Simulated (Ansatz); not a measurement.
Cost and result for the atomization energy of C4H6O (`C1=CCOC1`) (11 atoms, 11 bonds).

Z-matrix (Å, degrees):
```
C
C 1 1.492
O 1 1.417 2 105.2
H 1 1.099 2 112.3 3 -119.5
H 1 1.099 2 112.3 3 119.4
C 2 1.323 1 109.7 3 0.1
H 2 1.082 1 123.6 3 -179.9
C 3 1.417 1 110.4 2 -0.2
H 6 1.082 2 126.8 1 180.0
H 8 1.099 3 109.9 1 -120.8
H 8 1.099 3 109.8 1 121.3
```

Charge 0, multiplicity 1. The geometry is a stationary point of PBE0-D4/def2-TZVP. Program: Ansatz. All runs use 4 threads of an AMD EPYC 9R14 on a shared host. Times are those of one run each, without the atoms' runs, and a repeat can differ threefold. Electronic energies, without spin–orbit coupling; frozen cores. CCSD(T)/CBS adds CCSD(T) − MP2 in def2-TZVPP to the MP2 limit, and its time is that of the two runs behind it. T1 = 0.011. B3LYP takes the VWN-RPA correlation (the form of Gaussian; ORCA's B3LYP/G). HSE06 is the plane-wave form, built on full-range PBE exchange.

CCSD(T)/CBS is a level of theory with its own doubt, some kJ/mol a heavy atom from the limit and from the frozen cores, so smaller differences don't rank the functionals.

| level | functions | wall time | atomization (kcal/mol) | difference from CCSD(T)/CBS | per bond |
| --- | --- | --- | --- | --- | --- |
| LDA (SPW92)/def2-TZVPP | 239 | 0.75 s | 1293.5 | 178.5 | 16.2 |
| PBE0-D4/def2-TZVPP | 239 | 1.4 s | 1128.6 | 13.6 | 1.2 |
| HSE06-D4/def2-TZVPP | 239 | 1.9 s | 1129.5 | 14.5 | 1.3 |
| r2SCAN-D4/def2-TZVPP (with forces) | 239 | 2.3 s | 1120.8 | 5.8 | 0.5 |
| B3LYP-D4/def2-TZVPP (with forces) | 239 | 2.4 s | 1116.0 | 1.0 | 0.1 |
| r2SCANh-D4/def2-TZVPP | 239 | 2.4 s | 1113.7 | -1.3 | -0.1 |
| B2PLYP/def2-TZVPP | 239 | 3.2 s | 1106.1 | -8.9 | -0.8 |
| PBE-QIDH/def2-TZVPP | 239 | 3.4 s | 1116.6 | 1.6 | 0.1 |
| CCSD(T)/def2-SVP | 100 | 3.4 s | 1069.2 | -45.8 | -4.2 |
| ωB97M-V/def2-TZVPP (with forces) | 239 | 5.5 s | 1119.9 | 4.9 | 0.4 |
| MP2/def2-QZVPP | 465 | 15 s | 1127.0 | 12.0 | 1.1 |
| CCSD(T)/def2-TZVPP | 239 | 71 s | 1088.2 | -26.8 | -2.4 |
| CCSD(T)/CBS(def2) | – | 86 s | 1115.0 | 0.0 | 0.0 |

From BLYP to BHLYP (50 % exact exchange), in def2-TZVPP and without D4, the atomization energy moves by −30.1 kcal/mol: exact exchange takes away binding that semilocal exchange gives to molecules. At CCSD(T), def2-SVP lies −45.8 kcal/mol from the extrapolated value and def2-TZVPP −26.8 kcal/mol: correlation converges slowly with the basis, and small sets miss more of it in the bonded molecule than in its fragments. The D4 term adds +7.6 kcal/mol with B3LYP and +3.9 kcal/mol with PBE0; it sums over pairs of atoms, weighted by their polarisabilities, and B3LYP, whose exchange is more repulsive, gets the larger term.
